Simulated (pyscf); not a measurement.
One insertion on the singlet surface with elements of a group swapped. CCSD(T)/def2-TZVPP + ΔMP2(QZVPP), kcal/mol, from the separated reactants. PySCF, gas phase, ωB97X-D3(BJ)/def2-SVP geometries. MP2 and CC: frozen core, UHF for open shells. ΔMP2 is the change of the MP2 total energy from the triple- to the quadruple-zeta basis.

```tsv
step	barrier	reaction energy	imaginary mode (i cm⁻¹)
`[FH]` + `[F][C][Cl]` [singlet] → `[F][CH]([F])[Cl]`	[?]	[?]	1273
`[Cl][C][Cl]` [singlet] + `[FH]` → `[F][CH]([Cl])[Cl]`	12.5	-60.5	1217
```

Fill in the missing entries.


- `[FH]` + `[F][C][Cl]` [singlet] → `[F][CH]([F])[Cl]`, barrier: 15.4
- `[FH]` + `[F][C][Cl]` [singlet] → `[F][CH]([F])[Cl]`, reaction energy: -60.8

Row 1: On the reactant side the descent ends in a complex, 8.0 kcal/mol under the separated species and 19.1 kcal/mol under the saddle at ωB97X-D3(BJ)/def2-TZVP. Row 2: On the reactant side the descent ends in a bound adduct, 9.5 kcal/mol under the separated species and 17.2 kcal/mol under the saddle at ωB97X-D3(BJ)/def2-TZVP. Each row is the saddle that its search found. The CCSD(T) − MP2 part came from Ansatz, without density fitting, on the same reference.
